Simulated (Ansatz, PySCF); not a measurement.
Gas-phase reaction in SMILES: [SiH3] (SiH3) -> [SiH3] (SiH3) as singlet, charge +1 + e-
Geometries: B3LYP-D3(BJ)/def2-TZVP minima from Ansatz (a quantum-chemistry and plane-wave program).

Quantity: adiabatic ionisation energy (0 K, with B3LYP-D3(BJ) harmonic zero-point energies from PySCF), in eV. Correlated levels leave the core frozen unless marked. Open shells are spin-unrestricted. Spin-orbit coupling is left out. Non-relativistic. CBS(X,Y): correlation extrapolated as X^-3; Hartree-Fock from the larger set.

Measured: 8.14 eV (CCCBDB table in ASE); it holds spin-orbit effects, which all levels lack. This is an older compilation, not checked against later work.

| level | program | adiabatic ionisation energy (eV) | error against measurement |
|---|---|---|---|
| HF/6-31G* | Ansatz | 7.57 | -0.57 |
| TPSS-D3(BJ)/def2-TZVPD | PySCF + dftd3 | 8.22 | 0.08 |
| M06-L-D4/def2-TZVPD | PySCF + dftd4 | 8.08 | -0.06 |
| PBE0/def2-TZVP | Ansatz | 8.23 | 0.09 |
| LC-wPBE-D4/def2-TZVPD | Ansatz + dftd4 | 8.33 | 0.19 |
| B2GP-PLYP-D3(BJ)/def2-TZVPD | Ansatz + dftd3 | 8.03 | -0.11 |
| MP2/CBS(def2-TZVPP,def2-QZVPP) | Ansatz | 8.02 | -0.12 |
| RI-MP2/CBS(aug-cc-pV(T+d)Z,aug-cc-pV(Q+d)Z) | Ansatz | 8.02 | -0.12 |
| SCS-MP2/6-31G* | Ansatz | 7.67 | -0.47 |
| SCS-MP2/cc-pV(T+d)Z | Ansatz | 7.89 | -0.25 |
| SCS-MP2/cc-pV(Q+d)Z | Ansatz | 7.91 | -0.23 |
| CCSD/cc-pV(D+d)Z | Ansatz | 7.94 | -0.20 |
| CCSD/CBS(def2-TZVPP,def2-QZVPP) | Ansatz | 8.07 | -0.07 |
| CCSD(T)/CBS(def2-TZVPP,def2-QZVPP) | Ansatz | 8.11 | -0.03 |
| CCSD(T)/CBS(def2-TZVPPD,def2-QZVPPD) | Ansatz | 8.11 | -0.03 |
